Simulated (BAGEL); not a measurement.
**HF/aug-cc-pVDZ (density fitting with qzvpp-jkfit) run of AlPH6 (SMILES [H][Al]([H])([H])<-[PH3])**

What is the energy change on altering one bond length of AlPH6 at HF/aug-cc-pVDZ (density fitting with qzvpp-jkfit)? 

The results are computed with BAGEL 1.2.2.

1 further run of the same task is left out (it didn't finish).

## (1) The structure to begin with

The species is AlPH6 (8 atoms), meant as a singlet with charge 0. As SMILES, `[H][Al]([H])([H])<-[PH3]`. The shape comes from GFN2-xTB, which is rough for such elements, and wasn't checked as a minimum.

Bond lengths: Al1–P2 2.511 Å, P2–H3 1.382 Å, P2–H4 1.382 Å, P2–H5 1.382 Å, Al1–H6 1.569 Å, Al1–H7 1.567 Å, Al1–H8 1.569 Å. Some angles: Al1–P2–H3 122.1°, Al1–P2–H4 121.1°, Al1–P2–H5 122.9°, P2–Al1–H6 95.6°, P2–Al1–H7 95.8°, P2–Al1–H8 95.7°, H3–P2–H4 94.5°, H3–P2–H5 94.5°, H4–P2–H5 94.5°, H6–Al1–H7 119.1°.

## (2) A single-point energy at HF/aug-cc-pVDZ (density fitting with qzvpp-jkfit)

The input, calc.json:

```json
{ "bagel" : [

{
  "title" : "molecule",
  "basis" : "aug-cc-pvdz.json",
  "df_basis" : "qzvpp-jkfit",
  "angstrom" : true,
  "geometry" : [
    { "atom" : "Al", "xyz" : [   -0.004720,    0.010610,   -1.471770 ] },
    { "atom" : "P", "xyz" : [   -0.004240,   -0.001220,    1.038800 ] },
    { "atom" : "H", "xyz" : [    0.670990,    0.952590,    1.777140 ] },
    { "atom" : "H", "xyz" : [    0.509580,   -1.071000,    1.747700 ] },
    { "atom" : "H", "xyz" : [   -1.162200,    0.080150,    1.789520 ] },
    { "atom" : "H", "xyz" : [    1.557000,   -0.010290,   -1.624410 ] },
    { "atom" : "H", "xyz" : [   -0.766580,    1.371240,   -1.623740 ] },
    { "atom" : "H", "xyz" : [   -0.799830,   -1.332080,   -1.633240 ] }
  ]
},
{
  "title" : "hf"
},
{
  "title" : "print",
  "file" : "orbitals.molden",
  "orbitals" : true
}

]}
```

The basis set aug-cc-pVDZ is read from a file made from the Basis Set Exchange's data (not shown).

Run with:

```sh
$ BAGEL_NUM_THREADS=1 BAGEL calc.json > calc.out
```

Output:

```text
* using 1 threads per process

  ===============================================================
  ===============================================================

  *** Geometry ***

  { "atom" : "Al", "xyz" : [     -0.008920,      0.020050,     -2.781242 ] },
  { "atom" : "P", "xyz" : [     -0.008012,     -0.002305,      1.963047 ] },
  { "atom" : "H", "xyz" : [      1.267987,      1.800134,      3.358308 ] },
  { "atom" : "H", "xyz" : [      0.962967,     -2.023897,      3.302674 ] },
  { "atom" : "H", "xyz" : [     -2.196240,      0.151462,      3.381703 ] },
  { "atom" : "H", "xyz" : [      2.942304,     -0.019445,     -3.069690 ] },
  { "atom" : "H", "xyz" : [     -1.448626,      2.591268,     -3.068424 ] },
  { "atom" : "H", "xyz" : [     -1.511460,     -2.517266,     -3.086376 ] },

  Number of auxiliary basis functions:      364

  Since a DF basis is specified, we compute 2- and 3-index integrals:
    o Being stored without compression. Storage requirement is 0.034 GB

  Number of basis functions:      108
  Number of electrons      :       34

    * METHOD: MOLECULE                             0.12

  *** RHF ***

  === Nuclear Repulsion ===
    87.7767792756

      * DIIS with orbital gradients will be used.

  === RHF iteration (aug-cc-pvdz.json) ===
      0       -586.04013758          0.01073686           0.04
      1       -586.10930882          0.00289053           0.04
      2       -586.11461482          0.00091711           0.04
      3       -586.11526698          0.00017209           0.04
      4       -586.11529021          0.00003229           0.04
      5       -586.11529118          0.00000796           0.04
      6       -586.11529123          0.00000163           0.04
      7       -586.11529123          0.00000033           0.04
      8       -586.11529123          0.00000006           0.04
      9       -586.11529123          0.00000001           0.04
     10       -586.11529123          0.00000000           0.04
    * SCF iteration converged.

    * Permanent dipole moment:
           (    0.000954,     0.005232,    -1.569806) a.u.

    * METHOD: HF                                   0.49

    * METHOD: PRINT                                0.02

  ===============================================================
```

It took 0.78 s on 1 thread of Arm Neoverse V2, shared host; peak memory 0.11 GiB.

## (3) The distorted shape, same level

The input, input.json:

```json
{ "bagel": [

{
  "title": "molecule",
  "basis": "aug-cc-pvdz.json",
  "df_basis": "qzvpp-jkfit",
  "angstrom": true,
  "geometry": [
    { "atom": "Al", "xyz": [      -0.544907,      -0.752443,      -2.062446 ] },
    { "atom": "P", "xyz": [      -0.544427,      -0.764273,       0.448124 ] },
    { "atom": "H", "xyz": [       0.670990,       0.952590,       1.777140 ] },
    { "atom": "H", "xyz": [      -0.030607,      -1.834053,       1.157024 ] },
    { "atom": "H", "xyz": [      -1.702387,      -0.682903,       1.198844 ] },
    { "atom": "H", "xyz": [       1.016813,      -0.773343,      -2.215086 ] },
    { "atom": "H", "xyz": [      -1.306767,       0.608187,      -2.214416 ] },
    { "atom": "H", "xyz": [      -1.340017,      -2.095133,      -2.223916 ] }
  ]
},

{ "title": "hf" },

{ "title": "print", "file": "orbitals.molden", "orbitals": true }

]}
```

The basis set aug-cc-pVDZ is read from a file made from the Basis Set Exchange's data (not shown).

Run with:

```sh
$ BAGEL_NUM_THREADS=1 BAGEL input.json > input.out
```

Output:

```text
* using 1 threads per process

  ===============================================================
  ===============================================================

  *** Geometry ***

  { "atom" : "Al", "xyz" : [     -1.029725,     -1.421911,     -3.897458 ] },
  { "atom" : "P", "xyz" : [     -1.028818,     -1.444267,      0.846832 ] },
  { "atom" : "H", "xyz" : [      1.267987,      1.800134,      3.358308 ] },
  { "atom" : "H", "xyz" : [     -0.057839,     -3.465858,      2.186458 ] },
  { "atom" : "H", "xyz" : [     -3.217045,     -1.290500,      2.265487 ] },
  { "atom" : "H", "xyz" : [      1.921498,     -1.461406,     -4.185906 ] },
  { "atom" : "H", "xyz" : [     -2.469432,      1.149307,     -4.184640 ] },
  { "atom" : "H", "xyz" : [     -2.532265,     -3.959228,     -4.202592 ] },

  Number of auxiliary basis functions:      364

  Since a DF basis is specified, we compute 2- and 3-index integrals:
    o Being stored without compression. Storage requirement is 0.034 GB

  Number of basis functions:      108
  Number of electrons      :       34

    * METHOD: MOLECULE                             0.13

  *** RHF ***

  === Nuclear Repulsion ===
    84.5705033591

      * DIIS with orbital gradients will be used.

  === RHF iteration (aug-cc-pvdz.json) ===
      0       -585.87566943          0.01184372           0.04
      1       -585.96539539          0.00395246           0.04
      2       -585.97489856          0.00131136           0.04
      3       -585.97643921          0.00032194           0.04
      4       -585.97654631          0.00007397           0.04
      5       -585.97655409          0.00002049           0.04
      6       -585.97655480          0.00000642           0.04
      7       -585.97655489          0.00000285           0.04
      8       -585.97655490          0.00000064           0.04
      9       -585.97655490          0.00000019           0.04
     10       -585.97655490          0.00000006           0.04
     11       -585.97655490          0.00000002           0.04
     12       -585.97655490          0.00000001           0.04
    * SCF iteration converged.

    * Permanent dipole moment:
           (    0.229582,     0.335275,    -1.249397) a.u.

    * METHOD: HF                                   0.57

    * METHOD: PRINT                                0.02

  ===============================================================
```

Run time: 0.86 s. Hardware: 1 thread of Arm Neoverse V2, shared host; peak memory 0.11 GiB.

## (4) Summary of results

At HF/aug-cc-pVDZ (density fitting with qzvpp-jkfit):

| quantity | value |
| --- | --- |
| first shape: total energy | -586.11529 Eh |
| first shape: dipole moment | 3.99 D |
| first shape: HOMO energy | -11.02 eV |
| first shape: LUMO energy | 0.68 eV |
| first shape: HOMO–LUMO gap | 11.69 eV |
| distorted shape: total energy | -585.97655 Eh |
| distorted shape: dipole moment | 3.34 D |
| distorted shape: HOMO energy | -10.45 eV |
| distorted shape: LUMO energy | -1.22 eV |
| distorted shape: HOMO–LUMO gap | 9.23 eV |
| energy change with the P2–H3 bond stretched from 1.382 to 2.488 Å | 3.775 eV |

One bond (distorted shape) is far stretched, which a spin-restricted single reference describes badly; a broken-symmetry solution may lie lower. With the P2–H3 bond stretched from 1.382 to 2.488 Å the energy rises by 3.78 eV (364 kJ/mol). The first shape isn't relaxed at this level, so the change isn't measured from a minimum. A restricted reference can't describe the breaking bond well at this length.
